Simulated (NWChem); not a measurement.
## Correlation energy of methanol (CH$_{4}$O)

```xyz
6

C      0.6125    -0.2314     0.0000
O     -0.6650     0.3583     0.0000
H      0.8066    -0.8558     0.8960
H      1.3548     0.5819     0.0000
H      0.8066    -0.8558    -0.8960
H     -1.3230    -0.3478     0.0000
```
Charge 0, spin multiplicity 1.

All runs are NWChem calculations. Structure: optimised with B3LYP/def2-SVP, a minimum by its harmonic frequencies.

Basis set: cc-pVDZ. Each correlation energy counts from its own Hartree-Fock reference.

The correlated methods keep 2 core orbitals frozen. No row is a measurement; the coupled-cluster row has its own basis-set and correlation limits.

For the correlation energy, RI-MP2 gives -339.0 mHa and MP2 gives -339.1 mHa. What do SCS-MP2, CR-CCSD[T], CR-CCSD(T) give?

SCS-MP2: -337.5 mHa; CR-CCSD[T]: -370.7 mHa; CR-CCSD(T): -370.4 mHa.
